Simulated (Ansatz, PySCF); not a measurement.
System: C₂H₅S, net charge -1, singlet state. It need not be the lowest isomer of its formula. Whether it binds its extra electron was not tested at this geometry. 
Coordinates optimised at B3LYP-D3(BJ)/def2-TZVP (Ansatz, a quantum-chemistry and plane-wave program):
```
S
C 1 1.7219
H 2 1.0948 1 115.01
H 2 1.0948 3 112.50 1 -134.28
C 1 1.8949 2 110.92 3 -66.56
H 5 1.0945 1 110.03 2 -60.00
H 5 1.0945 6 108.90 1 -120.67
H 5 1.0988 6 109.19 7 -119.15
```
Charge -1, spin multiplicity 1.

Total electronic energies in hartree. Cores are frozen in the correlated levels unless marked. Spin-orbit coupling is left out. Non-relativistic. CBS marks a two-point X^-3 extrapolation of the correlation energy; Hartree-Fock from the larger set. The bracket is a focal-point correction in the basis named.

| level | program | energy (Eh) |
|---|---|---|
| HF/6-31G | Ansatz | -475.98372 |
| HF/aug-cc-pV(D+d)Z | Ansatz | -476.11356 |
| revPBE-D4/def2-TZVPD | Ansatz + dftd4 | -477.34295 |
| revPBE/def2-TZVPD | Ansatz | -477.32360 |
| BP86/def2-TZVPD | PySCF | -477.46496 |
| M06-L-D4/def2-TZVPD | PySCF + dftd4 | -477.39207 |
| M06-L/def2-TZVPD | PySCF | -477.39159 |
| r2SCAN-D4/def2-TZVPD | Ansatz + dftd4 | -477.33595 |
| B3LYP-D3(BJ)/def2-TZVPD | Ansatz + dftd3 | -477.44965 |
| PBE0-D4/def2-TZVP | Ansatz + dftd4 | -477.17201 |
| BHLYP-D4/def2-TZVPD | Ansatz + dftd4 | -477.35665 |
| PW6B95-D4/def2-TZVPD | PySCF + dftd4 | -477.84226 |
| MN15-D3(BJ)/def2-TZVPD | PySCF + dftd3 | -477.19411 |
| CAM-B3LYP-D4/def2-TZVPD | Ansatz + dftd4 | -477.37925 |
| B2PLYP/def2-TZVPD | Ansatz | -477.20359 |
| MP2/6-31G | Ansatz | -476.22859 |
| MP2/cc-pV(T+d)Z | Ansatz | -476.69349 |
| SCS-MP2/cc-pV(D+d)Z | Ansatz | -476.52868 |
| CCSD(T)/STO-3G | Ansatz | -470.78416 |
| CCSD(T)/aug-cc-pV(T+d)Z | Ansatz | -476.78020 |
| CCSD(T)/cc-pVTZ | Ansatz | -476.75243 |
| CCSD(T) with core electrons (1s frozen past Ne)/cc-pwCVTZ | Ansatz | -477.12795 |
| RI-MP2/CBS(aug-cc-pV(T+d)Z,aug-cc-pV(Q+d)Z)+[CCSD(T)-MP2]/aug-cc-pV(T+d)Z | Ansatz | -476.8445 |

Totals of different functionals don't rank their quality; only differences between species are comparable.
